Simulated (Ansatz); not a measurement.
Graphite, treated with PBE-D3(BJ) (Ansatz, an electronic-structure program, plane waves, PAW).

Run with plane-wave cutoff 500 eV, 18×18×6 k mesh (along the axes of the cell as run), Fermi–Dirac smearing 0.05 eV, scalar-relativistic PAW data made under PBE.

Computed at the level's own relaxed cell.

Question: Give the computed equilibrium volume per atom, equilibrium lattice constant a and lattice parameter c.

Answer: 
equilibrium volume per atom: 8.86 Å³/atom
equilibrium lattice constant a: 2.465 Å
lattice parameter c: 6.738 Å

Measured, for comparison: lattice constant a 2.461 Å (300 K, not corrected to a static lattice, our sources range from 2.456 to 2.461; as tabulated in Wikipedia's data pages); lattice parameter c 6.67 Å (low temperature, zero-point motion not removed; as tabulated in Berland et al. (2010), arXiv:1007.3305). Computed (rounded) less measured: lattice constant a +0.2 % (+0.2 % to +0.4 % over the range), lattice parameter c +1.0 %.

Static lattice: no zero-point or thermal effects.

Computing time: roughly 30 core-seconds.
